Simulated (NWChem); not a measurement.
System: CN anion

The following NWChem deck was run.

```
start job
memory heap 200 mb stack 900 mb global 1100 mb
charge -1
geometry units angstroms
  C      0.031436    -0.017010    -0.645079
  N     -0.026956     0.014586     0.553153
end
basis spherical
  * library def2-svpd
end
dft
  xc b3lyp
  iterations 150
end
driver
  maxiter 120
end
task dft optimize
task dft freq
```

B3LYP is NWChem's, with the RPA form of VWN correlation.

The level has its own optimisation; frequencies are unscaled.

Question: What results follow from this input? (B3LYP/def2-SVPD.) Quantities: r C–N (Å); highest harmonic frequency (cm⁻¹); zero-point energy (kcal/mol).

Answer: 
| Item | Value |
|---|---|
| r C–N (Å) | 1.174 |
| highest harmonic frequency (cm⁻¹) | 2195 |
| zero-point energy (kcal/mol) | 3.1 |
